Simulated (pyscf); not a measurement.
F–SiH•–F (SMILES F[SiH]F) + NH₃ (SMILES N) → F–SiH₂–F (SMILES F[SiH2]F) + NH₂• (SMILES [NH2]), a hydrogen abstraction (doublet surface; H–N broken, H–Si formed). PySCF, gas phase, ωB97X-D3(BJ)/def2-SVP geometries. Energies in kcal/mol from the separated reactants.

AM1 to PM7: differences of heats of formation from MOPAC. Open shells are spin-unrestricted. 

Question: Quick PM6 single points give ΔE‡ = 10.5 kcal/mol and ΔE = +1.1 kcal/mol. What does ωB97M-D3(BJ)/def2-TZVP give, and how far is the quick result from it?

Answer: ωB97M-D3(BJ)/def2-TZVP gives ΔE‡ = 18.9 kcal/mol and ΔE = +13.0 kcal/mol. PM6 lies 8.3 kcal/mol under it in the barrier and 11.9 kcal/mol under it in the reaction energy, so on this step it does not hold to within 3.0 kcal/mol. ωB97M-D3(BJ)/def2-TZVP has limits of its own. This is the saddle that the search found; another between the same sides may lie lower. The angle at the transferred H is 149°.
